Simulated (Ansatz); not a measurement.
**How far each method lies from full CI for HB–NH⁺, doublet**

Geometry: that of the HB–NH, singlet, kept fixed.

```xyz
4

B     0.0000    0.0000    0.5713
N     0.0000    0.0000   -0.6613
H     0.0000    0.0000    1.7429
H     0.0000    0.0000   -1.6528
```

Basis 6-31G; Ansatz 0.2.0. Only valence electrons are correlated (noble-gas cores frozen), which leaves 9 electrons in 20 orbitals. Prefix R: restricted or restricted open-shell reference; prefix U: unrestricted. Active spaces: valence = (9e, 10o) chosen from the atoms' valence shells.

Full CI is exact within this basis and frozen core; it isn't the basis-set limit. The frozen core follows each run's orbitals, which can shift R against U totals by a few meV.

For open shells CISD and CISDTQ are restricted-active-space CI with the open shells as a complete middle space.

The UHF ⟨S²⟩ is 0.760, the T1 diagnostic (RCCSD) is 0.0205 and the largest doubles amplitude (RCCSD) is 0.076. The T1 diagnostic (UCCSD) is 0.0180.

```tsv
level	E − E(full CI) (kcal/mol)	share of correlation (%)	wall time
RHF	89.40	0.00	–
UHF	88.22	1.32	–
RMP2	15.00	83.22	–
UMP2	14.72	83.53	–
CISD	6.24	93.01	0.61 s
RCCSD	2.41	97.30	–
UCCSD	2.38	97.34	–
RCCSD(T)	0.48	99.46	0.71 s
UCCSD(T)	0.48	99.46	0.67 s
BCCD(T)	0.52	99.41	1.1 s
RCCSDT	0.12	99.87	–
UCCSDT	0.11	99.87	–
CISDTQ	0.21	99.77	11 s
RCCSDT(Q)	0.01	99.99	4.3 s
UCCSDT(Q)	-0.02	100.02	3.7 s
RCCSDTQ	0.00	100.00	23 s (H100)
UCCSDTQ	-0.01	100.01	25 s (H100)
CASSCF (valence space)	19.43	78.26	–
NEVPT2 (valence space)	5.70	93.63	6 s
NEVPT4(SD) (valence space)	1.12	98.75	8 s
MRCISD (valence space)	0.74	99.17	–
MRCISD+Q (valence space)	0.48	99.46	9.5 s
```

The correlation energy at full CI, counted from RHF, is -3.877 eV. That run took 15 s on 2 threads of AMD EPYC 7R13 with a shared H100 80 GB, shared host over 18,779,600 determinants.

Times hold each run's SCF and search for its determinant on a shared host, so for small cases they say little of a method's own cost; rows without a card ran on 1 thread of AMD EPYC 7R13.

The full-CI state has the irrep B2 of C2v, in the program's axes (one component, if the state is degenerate).

Natural occupations of full CI about the gap: 1.981 1.974 1.968 1.948 0.987 0.047 0.024 0.021 0.018 0.012; effectively unpaired electrons, Σ n²(2−n)², 1.03.
